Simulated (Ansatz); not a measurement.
# C2H2O2S: the cost of one run

All numbers below are computed with Ansatz 0.2.0 (RKS r2SCAN-D4/cc-pVDZ).

**1. Starting point**

Bond lengths: O1–C2 1.145 Å, C2–S3 1.626 Å, C2–C4 1.409 Å, S3–C4 1.793 Å, C4–O5 1.419 Å, C4–H6 1.136 Å, O5–H7 1.003 Å. Angles: O1–C2–S3 143.8°, O1–C2–C4 144.1°, S3–C2–C4 72.0°, C2–S3–C4 48.4°, C2–C4–S3 59.6°, C2–C4–O5 121.4°, C2–C4–H6 113.6°, S3–C4–O5 117.6°, S3–C4–H6 112.6°, O5–C4–H6 118.4°, C4–O5–H7 106.8°.

Coordinates:

```xyz
7

O    -0.8022    1.9198    0.2338
C    -0.3310    0.8938    0.4226
S     0.7118    0.0832    1.3712
C    -0.2522   -0.4310   -0.0509
O     0.4516   -0.7493   -1.2410
H    -1.1459   -1.0713    0.2363
H     1.4292   -0.7131   -1.0177
```

**2. End point A**

The input, input.yaml:

```yaml
crystal:
  periodic: [false, false, false]
  atoms:
    - { symbol: O, position_ang: [-0.8022, 1.9198, 0.2338] }
    - { symbol: C, position_ang: [-0.331, 0.8938, 0.4226] }
    - { symbol: S, position_ang: [0.7118, 0.0832, 1.3712] }
    - { symbol: C, position_ang: [-0.2522, -0.431, -0.0509] }
    - { symbol: O, position_ang: [0.4516, -0.7493, -1.241] }
    - { symbol: H, position_ang: [-1.1459, -1.0713, 0.2363] }
    - { symbol: H, position_ang: [1.4292, -0.7131, -1.0177] }
basis:
  gaussian: { orbitals: cc-pVDZ }
hamiltonian:
  xc: r2scan
  dispersion: d4
relax:
  f_tol: 0.015
  max_steps: 40
```

Command:

```bash
$ ansatz run input.yaml --threads 2 --pin off --max-ram 3072MiB --backend cpu --events-out ev --progress --plain --runs-dir out
```

**Question.** How long does this run take on 2 threads of AMD EPYC 9R45 (Zen 5), shared host, and how much memory does it need?

About 10 s, with a peak of 0.16 GiB.
